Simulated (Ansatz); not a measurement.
A made-up structure of C2H5, doublet:

C1  (-0.126, -0.847, 0.087)
C2  (0.095, 0.603, -0.103)
H3  (-1.127, -1.259, 0.114)
H4  (0.695, -1.508, 0.335)
H5  (1.074, 0.811, -0.541)
H6  (0.150, -1.492, -0.708)
H7  (-0.669, 1.050, -0.744)
(Å)

It is relaxed with PBE-D4/def2-SVP and then PBE0-D4/def2-TZVP (Ansatz 0.2.0). Atoms count as bonded within 1.22 times the sum of their covalent radii (H–H: 0.88 Å). The end point is not checked to be a true minimum.

Does its bonding change? (Judge from chemistry; the calculation decides.)

By the calculation: No: no bond forms or breaks.

Where it ends: The first stage lowers the energy by 1.68 eV in 6 steps. It ends as C₂H₅ ([CH2][CH3]):
```tsv
atom	x (Å)	y (Å)	z (Å)
C1	-0.0705	-0.9768	-0.0962
C2	0.1202	0.4685	-0.3429
H3	-1.0672	-1.1951	0.2962
H4	0.6670	-1.3706	0.6080
H5	1.1090	0.9087	-0.3370
H6	0.0356	-1.5676	-1.0194
H7	-0.7032	1.0910	-0.6688
```

Labels in which every atom is bracketed show which atoms are joined, not bond orders.

For scale, one of the runs: PBE0-D4/def2-TZVP relaxation, 92 basis functions, launched by `ansatz run in.yaml --threads 2 --pin off --events-out ev --progress --plain --max-ram 4352MiB`. The run took about 9 s on 2 CPU threads of an Intel Xeon Platinum 8488C (shared host).
